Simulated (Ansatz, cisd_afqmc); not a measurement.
Species: HOCl, charge 1, doublet. HOCl+ (parent SMILES OCl, doublet).
B3LYP-D3(BJ)/def2-TZVP minimum from Ansatz (an electronic-structure program):
```
O
H 1 0.9943
Cl 1 1.5802 2 110.10
```
Charge +1, spin multiplicity 2.

Total energies in cc-pV(T+d)Z, 13 correlated electrons, 6 frozen orbitals. Open shells are spin-unrestricted; no spin-orbit coupling. Cores are frozen in correlated methods. No relativity. AFQMC is phaseless with a CISD trial state; ± is one standard error, without the phaseless bias. Outlying blocks are dropped, and bars are widened where a walk drifts. Over all cases where full CI ran beside it in this data, AFQMC minus full CI had a median of +0.1 mEh and passed +0.4 mEh in a tenth of the cases.

```tsv
method	program	energy (Eh)	minus CCSDT(Q) (mEh)
HF	Ansatz	-534.54193	457.30
MP2	Ansatz	-534.95911	40.13
CCSD	Ansatz	-534.97791	21.33
CCSD(T)	Ansatz	-534.99710	2.13
CCSDT(Q)	Ansatz	-534.99924	0.00
AFQMC/CISD	cisd_afqmc	-534.9972 ± 0.0004	2.0 ± 0.4
```

Rough core times of Ansatz's runs on a shared machine: CCSD(T) under 20 s, CCSDT(Q) 8 min.
